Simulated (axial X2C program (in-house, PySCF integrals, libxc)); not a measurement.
**What spin–orbit coupling does to LiAl⁻**

Calculated with an in-house relativistic program for diatomic molecules. Spin-free means the one-electron spin-free X2C Hamiltonian; two-component (2c) means X2C with spin–orbit coupling and atomic mean-field two-electron Coulomb and Gaunt terms, so the difference of the two also holds small scalar two-electron terms. Basis: Al dyall-av3z [9s9p3d2f], Li dyall-av3z [9s9p3d] (cores contracted in-house); Gaussian nuclei, density fitting, unrestricted open shells. Masses: Al 26.982 u, Li 7.016 u.

Spin-free state: M_S = 3/2, Λ = 0 (beyond evenly filled blocks: σα, π+α, π-α); fragments Al- + Li.

```tsv
level	Re (Å)	ωe (cm⁻¹)	μ (D)
PBE0	2.555	344.7	-0.48
```

Dipoles are positive if Li is the positive end and refer to the centre of mass.

Two-component determinant lowest at the distance of the search:

Ω = 3/2 (⟨Sz⟩ = 1.50, ⟨Lz⟩ = 0.00 at PBE0); fragments Al- + Li.

| level | Re (Å) | ωe (cm⁻¹) | μ (D) |
| --- | --- | --- | --- |
| PBE0 | 2.556 | 344.6 | -0.48 |

**Question.** From the two tables, how do the constants change at the PBE0 level (2c against spin-free)?

**Answer.** At the PBE0 level Re is unchanged within 0.001 Å and ωe stays the same within 0.2 cm⁻¹.

The state is a single determinant with fixed occupations, the lowest that a limited PBE0 search found. De is not given where an atomic determinant may have missed its ground term or J level, or where the truncated virtual space spoils (T). Density functionals use the spin component along the axis (collinear). PBE0 can misorder states that lie within some tenths of an eV, so this need not be the ground state of the molecule. The nearest other spin-free determinant of the search, M_S = 1/2, Λ = 1, lies 0.11 eV up at the distance of the search. Without a current term, density functionals place determinants with orbital angular momentum somewhat too high. With several unpaired electrons one determinant need not be a pure state. A state of lower Ω lies just above, and one determinant can place such states too high, so the state shown need not be the lowest. The search has Ω = 1/2 only 0.11 eV up. The highest occupied level of some functionals is positive through self-interaction error; at Hartree–Fock it is bound. This is the top spin component of a Σ state; components of lower Ω are not single determinants and can lie lower.
